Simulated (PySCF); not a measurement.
# Basis-set dependence of population analyses: `C#CC(C)(C)C`

Compound: C6H10.
SMILES with atom numbers: `[CH:1]#[C:2][C:3]([CH3:4])([CH3:5])[CH3:6]` (hydrogens: H7 on C1; H8, H9, H10 on C4; H11, H12, H13 on C5; H14, H15, H16 on C6)

PBE0 throughout (PySCF), one geometry, spherical d and f functions. Isolated species at its PBE0-D3(BJ)/def2-SVP geometry, gas phase. Atoms taken as equivalent share a column and are averaged.

Mulliken charges (e):

```csv
basis,functions,C1,C2,C3,C4/C5/C6,H7,H8 (×9)
STO-3G,40,-0.155,-0.044,+0.022,-0.224,+0.114,+0.082
6-31G,74,-0.507,+0.207,-0.139,-0.450,+0.270,+0.169
pcSseg-0,74,-0.323,+0.063,-0.668,-0.475,+0.274,+0.231
6-31G*,104,-0.531,+0.316,-0.108,-0.504,+0.230,+0.179
def2-SVP,134,-0.496,+0.416,-0.418,+0.021,+0.036,+0.044
cc-pVDZ,134,-0.473,+0.543,-0.501,+0.015,+0.002,+0.043
pcSseg-1,152,-0.442,+0.438,-0.638,-0.159,+0.058,+0.118
"6-311+G(2d,p)",222,-1.143,+0.758,+0.520,-0.553,+0.154,+0.152
aug-cc-pVDZ,228,+0.802,+0.300,-3.170,+1.193,-0.680,-0.092
def2-TZVP,246,-0.132,-0.062,-0.012,-0.369,+0.171,+0.127
IGLO-III,310,-0.196,-0.073,+0.137,-0.403,+0.146,+0.133
cc-pVTZ,320,-0.227,+0.015,-0.014,-0.270,+0.145,+0.099
```

IAO charges (e):

```csv
basis,functions,C1,C2,C3,C4/C5/C6,H7,H8 (×9)
STO-3G,40,-0.178,-0.043,-0.008,-0.381,+0.156,+0.135
6-31G,74,-0.257,-0.032,+0.048,-0.421,+0.197,+0.145
pcSseg-0,74,-0.243,-0.028,+0.013,-0.405,+0.188,+0.143
6-31G*,104,-0.251,-0.033,+0.046,-0.401,+0.192,+0.139
def2-SVP,134,-0.254,-0.026,+0.042,-0.390,+0.189,+0.135
cc-pVDZ,134,-0.261,-0.029,+0.050,-0.401,+0.195,+0.139
pcSseg-1,152,-0.265,-0.029,+0.043,-0.399,+0.197,+0.139
"6-311+G(2d,p)",222,-0.273,-0.026,+0.046,-0.413,+0.201,+0.143
aug-cc-pVDZ,228,-0.273,-0.027,+0.050,-0.412,+0.201,+0.143
def2-TZVP,246,-0.272,-0.026,+0.047,-0.413,+0.201,+0.143
IGLO-III,310,-0.274,-0.026,+0.046,-0.414,+0.202,+0.144
cc-pVTZ,320,-0.271,-0.027,+0.048,-0.415,+0.201,+0.144
```

Hirshfeld charges (e):

```tsv
basis	functions	C1	C2	C3	C4/C5/C6	H7	H8 (×9)
STO-3G	40	-0.117	-0.069	+0.077	-0.038	+0.074	+0.017
6-31G	74	-0.143	-0.045	+0.059	-0.097	+0.093	+0.036
pcSseg-0	74	-0.132	-0.041	+0.067	-0.101	+0.090	+0.036
6-31G*	104	-0.143	-0.046	+0.052	-0.097	+0.094	+0.037
def2-SVP	134	-0.135	-0.033	+0.048	-0.109	+0.089	+0.040
cc-pVDZ	134	-0.137	-0.036	+0.047	-0.105	+0.090	+0.039
pcSseg-1	152	-0.132	-0.031	+0.038	-0.111	+0.090	+0.041
6-311+G(2d,p)	222	-0.132	-0.041	+0.021	-0.110	+0.090	+0.044
aug-cc-pVDZ	228	-0.131	-0.035	+0.025	-0.118	+0.089	+0.045
def2-TZVP	246	-0.134	-0.036	+0.029	-0.114	+0.089	+0.044
IGLO-III	310	-0.132	-0.036	+0.027	-0.118	+0.089	+0.045
cc-pVTZ	320	-0.135	-0.034	+0.034	-0.114	+0.089	+0.043
```

ESP-fitted charges (e):

```csv
basis,functions,C1,C2,C3,C4/C5/C6,H7,H8 (×9)
STO-3G,40,-0.251,-0.172,+0.687,-0.580,+0.191,+0.143
6-31G,74,-0.417,-0.099,+0.633,-0.572,+0.285,+0.146
pcSseg-0,74,-0.385,-0.174,+0.814,-0.724,+0.289,+0.181
6-31G*,104,-0.391,-0.172,+0.766,-0.618,+0.286,+0.152
def2-SVP,134,-0.378,-0.190,+0.728,-0.546,+0.279,+0.133
cc-pVDZ,134,-0.375,-0.203,+0.743,-0.551,+0.281,+0.134
pcSseg-1,152,-0.402,-0.194,+0.768,-0.600,+0.297,+0.148
"6-311+G(2d,p)",222,-0.445,-0.171,+0.860,-0.668,+0.310,+0.161
aug-cc-pVDZ,228,-0.448,-0.144,+0.811,-0.644,+0.305,+0.156
def2-TZVP,246,-0.446,-0.164,+0.861,-0.665,+0.308,+0.159
IGLO-III,310,-0.450,-0.149,+0.820,-0.641,+0.307,+0.155
cc-pVTZ,320,-0.440,-0.154,+0.812,-0.641,+0.304,+0.156
```

Q: Which scheme is steadiest as the basis changes?

A: Largest range over the bases for any column: Hirshfeld 0.08 e, IAO 0.10 e, ESP-fitted 0.23 e, Mulliken 3.69 e. Hirshfeld charges move least and Mulliken charges most, counted in e. Without the minimal STO-3G basis the ranges are Hirshfeld 0.05, IAO 0.04, ESP-fitted 0.23, Mulliken 3.69 e.

Q: How much do the charges still move between the two largest bases, IGLO-III and cc-pVTZ?

A: At most, over all atoms: Mulliken 0.151 e, IAO 0.003 e, Hirshfeld 0.007 e, ESP-fitted 0.010 e.

Q: What do the same runs give for the total energy, the frontier levels and the dipole moment?

A: 
```csv
basis,energy (Eh),HOMO (eV),LUMO (eV),μ (D)
STO-3G,-231.4992,-5.67,5.41,0.65
6-31G,-234.2434,-7.38,1.97,0.63
pcSseg-0,-233.7896,-7.73,1.66,0.56
6-31G*,-234.2928,-7.28,1.91,0.60
def2-SVP,-234.1313,-7.55,1.57,0.67
cc-pVDZ,-234.3100,-7.47,1.63,0.67
pcSseg-1,-234.2706,-7.64,1.36,0.70
"6-311+G(2d,p)",-234.3640,-7.63,0.27,0.75
aug-cc-pVDZ,-234.3226,-7.62,-0.07,0.75
def2-TZVP,-234.3814,-7.62,1.04,0.73
IGLO-III,-234.3889,-7.63,0.60,0.75
cc-pVTZ,-234.3780,-7.59,1.13,0.71
```

The dipole is fixed by the density alone, so its range of 0.19 D shows that the density itself changes with the basis, not only its division among atoms.
